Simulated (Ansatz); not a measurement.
Worked example: correlation energy of HMgGe, quartet

Geometry: a point of a stretch scan, not a stationary point.

```xyz
3

Ge    0.0000    0.0000    2.6531
Mg    0.0000    0.0000   -0.4779
H     0.0000    0.0000   -2.1752
```

Basis 6-31G (Cartesian d functions); Ansatz 0.2.0. Correlated methods freeze the noble-gas cores and the filled d shells of p-block atoms, which leaves 7 electrons in 25 orbitals. R marks a restricted (for open shells ROHF) determinant. No spin–orbit coupling is included, and no scalar relativity. The metal's outer-core shells are frozen, which leaves out core–valence correlation.

Full CI is exact within this basis and frozen core; it isn't the basis-set limit.

RCCSD has a T1 diagnostic of 0.028 and a largest doubles amplitude of 0.05.

Runs differ by some tens of microhartree through their thresholds and, for an open shell, their frozen cores, so steps under 0.03 kcal/mol mean nothing.

```csv
level,total energy (hartree)
RHF,-2275.148801
RMP2,-2275.187519
RCCSD,-2275.204488
RCCSD(T),-2275.205521
RCCSDT,-2275.206079
RCCSDT(Q),-2275.206119
full CI,-2275.206123
```

**Question.** What is the correlation energy at full CI, and what share of it do RMP2 and RCCSD recover?

**Answer.** E(corr) = -2275.206123 − (-2275.148801) = -0.057322 hartree = -1.560 eV. RMP2: -0.038718 / -0.057322 = 67.54 %. RCCSD: -0.055687 / -0.057322 = 97.15 %.

**Question.** By how many kcal/mol does RCCSD(T) miss full CI (1 hartree = 627.509 kcal/mol), and which steps make up the rest?

**Answer.** -2275.205521 − (-2275.206123) = 0.000602 hartree = 0.38 kcal/mol. Steps: RCCSDT − RCCSD(T) = -0.35, RCCSDT(Q) − RCCSDT = -0.03, full CI − RCCSDT(Q) = 0.00 kcal/mol. That is within 1 kcal/mol of the reference in this basis, which itself misses far more of the correlation at the basis-set limit.
